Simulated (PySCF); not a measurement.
Two species compared at the same levels of theory.

First species: C2H5P.
SMILES: `C1CP1`

Second species: 1-phosphapropene, C₂H₅P.
SMILES: `[H]/P=C\C`

Levels: CAM-B3LYP/def2-SVPD for dipole moment, HOMO energy, LUMO energy, HOMO–LUMO gap, static isotropic polarisability and electronic spatial extent ⟨r²⟩ about the centre of nuclear charge; TDDFT CAM-B3LYP/def2-SVPD for lowest singlet excitation; TDA CAM-B3LYP/def2-SVPD for lowest triplet excitation (Tamm–Dancoff); GFN2-xTB for rotational constant A and rotational constant C. Geometries: GFN2-xTB. Each species is one conformer at its optimised geometry, gas phase, non-relativistic unless stated; the electronic structure was computed with PySCF and density fitting.

Question: Which has the higher dipole moment?

Answer: The second: 1.55 D against 1.13 D, a difference of 0.42 D.

Question: Which has the higher HOMO–LUMO gap?

Answer: The first: 10.07 eV against 8.19 eV, a difference of 1.88 eV.

Question: Which of the two has the higher rotational constant C, and by how much?

Answer: The first: 7.745 GHz against 5.002 GHz, a difference of 2.743 GHz.

Question: Which of the two has the higher static isotropic polarisability, and by how much?

Answer: The second: 52.3 au against 48.2 au, a difference of 4.1 au.

Question: Which of the two has the higher T1 energy, and by how much?

Answer: The first: 5.48 eV against 2.82 eV, a difference of 2.66 eV.

Question: Which has the higher rotational constant A?

Answer: The second: 41.733 GHz against 20.191 GHz, a difference of 21.542 GHz.

Question: Which has the higher HOMO energy?

Answer: The second: -8.49 eV against -8.78 eV, a difference of 0.29 eV.

Question: Which has the higher LUMO energy?

Answer: The first: 1.29 eV against -0.30 eV, a difference of 1.59 eV.

On the first: In wavenumbers S1 is 53200 cm⁻¹ (1 eV = 8065.54 cm⁻¹).

On the second: The dipole matches unit charges of opposite sign 0.32 Å apart (1 e·Å = 4.8032 D). The principal polarisabilities are 39.7, 47.3 and 69.8 au; their mean is the isotropic value.
